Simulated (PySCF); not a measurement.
# Where the electron goes

Fluorophosphane, FH₂P.
Z-matrix (Å and degrees, PBE0-D3(BJ)/def2-SVP geometry), rows numbered from 1:
```
F 
P   1  1.6252
H   2  1.4355  1   98.06
H   2  1.4355  1   98.07  3   -92.50
```

Computed, not measured: TDDFT CAM-B3LYP/def2-SVPD, vertical, gas phase, core orbitals frozen in the response (PySCF 2.14.0, density-fitted response routines).

Kohn–Sham orbitals with the atoms that hold most of them (Löwdin shares over 4%, at most four atoms; ? is withheld):

```csv
orbital,ε (eV),atoms
HOMO-3,-14.83,"F1 71%, P2 19%, H3 5%, H4 5%"
HOMO-2,-14.25,"F1 83%, P2 14%"
HOMO-1,-11.77,?
HOMO,-9.30,?
LUMO,?,"P2 54%, F1 18%, H4 14%, H3 14%"
LUMO+1,1.54,"P2 56%, H3 19%, H4 19%, F1 6%"
LUMO+2,1.72,"P2 63%, H4 16%, H3 16%, F1 6%"
```

Question: Which atoms hold the HOMO-1, and with what shares?

Answer: P2 (bonded to F and 2 H) 34%; F1 (bonded to P) 27%; H3 (bonded to P) 19%; H4 (bonded to P) 19%. By element: hydrogen 39%, phosphorus 34%, fluorine 27%.

Question: Give the leading atoms of the HOMO.

Answer: P2 (bonded to F and 2 H) 62%; F1 (bonded to P) 17%; H4 (bonded to P) 10%; H3 (bonded to P) 10%. By element: phosphorus 62%, hydrogen 20%, fluorine 17%.

Question: What is the LUMO energy, and the HOMO–LUMO gap?

Answer: ε(LUMO) = 0.30 eV; the gap is 9.59 eV (0.3526 hartree).

Question: How does S1 compare with the orbital gap of 9.59 eV?

Answer: S1 is at 5.57 eV (f = 0.026), 4.02 eV below the gap, made of HOMO→LUMO (98%). Without the coupling terms of the response equations the lowest excitation would equal the gap.

Question: One configuration dominates each of S1, S2 and S6. Which, and how do the shares of the two leading atoms of either orbital change from the occupied to the empty one?

Answer: 
- S1 (5.57 eV, f 0.026), HOMO→LUMO (98%): P2 62% → 54%, F1 17% → 18%
- S2 (7.37 eV, f 0.122), HOMO→LUMO+1 (98%): P2 62% → 56%, F1 17% → 6%, H3 10% → 19%
- S6 (9.82 eV, f 0.149), HOMO-1→LUMO+1 (86%): P2 34% → 56%, F1 27% → 6%, H3 19% → 19%

Löwdin shares depend on the basis, the more so with diffuse functions.
